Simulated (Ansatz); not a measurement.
# SiHCl+ (quartet): the correlation ladder, cc-pVDZ

An exercise on one series of results from a longer session: the logs are not shown, and one member is left open.

Program: Ansatz 0.2.0, Gaussian basis. Level of theory: cc-pVDZ, core rule «outside noble gas», up to 10 orbitals frozen. These are calculated values, not measurements.

To be run: UHF; CCSD(T) on ROHF; CCSD(T) on UHF; BCCD(T) on ROHF; CISD; CCSDT(Q) on ROHF; CCSDT(Q) on UHF; CCSDTQ on ROHF; CCSDTQ on UHF.

8 further runs of the same task are left out: 2 for a known fault of the program, 6 set aside as unsound or not needed.

**The system**

The geometry is a PBE0/def2-TZVP stationary point (not a proven minimum) of the parent state, kept for this charge and spin.

3 atoms, charge 1, spin multiplicity 4.

Atoms are counted from 1 here; the program's logs count them from 0.

Bond lengths: Si1–Cl2 2.048 Å, Si1–H3 1.491 Å. Angles: Cl2–Si1–H3 115.5°.

Set-up of the first run:

Contents of in.yaml:

```yaml
crystal:
  periodic: [false, false, false]
  atoms:
    - {symbol: Si, position_ang: [0.000000, -0.097122, 1.110575]}
    - {symbol: Cl, position_ang: [0.000000, 0.042769, -0.932187]}
    - {symbol: H, position_ang: [0.000000, 1.201899, 1.843159]}
basis:
  gaussian: {orbitals: cc-pVDZ}
total_charge: 1
magnetization: {spin_polarized: true, initial_magnetization: 3}
hamiltonian: {xc: hf}
output: {orbitals: {seedname: orbitals}}
```

Launch:

```sh
$ ansatz run in.yaml --threads 1 --pin off --events-out ev --progress --plain --max-ram 4096MiB --backend cpu
```

Among the steps run: UHF; CCSD(T) on ROHF; CCSD(T) on UHF; BCCD(T) on ROHF; CISD; CCSDT(Q) on ROHF; CCSDT(Q) on UHF; CCSDTQ on ROHF; CCSDTQ on UHF.

One of the session's tables, all rows but one given; the rest of the session is left out.

| method | from UCCSDTQ (kJ/mol) |
| --- | --- |
| ROHF | +538.3 |
| UHF | +522.7 |
| RMP2 | +95.4 |
| UMP2 | +96.8 |
| CISD | +45.1 |
| RCCSD | +13.6 |
| UCCSD | +13.3 |
| RCCSD(T) | +3.1 |
| UCCSD(T) | +3.1 |
| BCCD(T) | +3.1 |
| RCCSDT | ? |
| UCCSDT | +0.7 |
| RCCSDT(Q) | +0.1 |
| UCCSDT(Q) | +0.1 |
| RCCSDTQ | +0.1 |
| UCCSDTQ | 0 |

Q: Estimate the row for RCCSDT from the others.

As computed: from UCCSDTQ (kJ/mol): +0.8. In the column «from UCCSDTQ (kJ/mol)» it lies between UCCSDT (+0.7) and RCCSD(T) (+3.1).

Caveats from the session: Restricted and unrestricted rows rest on different reference determinants; where their highest levels disagree by more than a few hundredths of an eV, they describe different states and don't form one ladder.
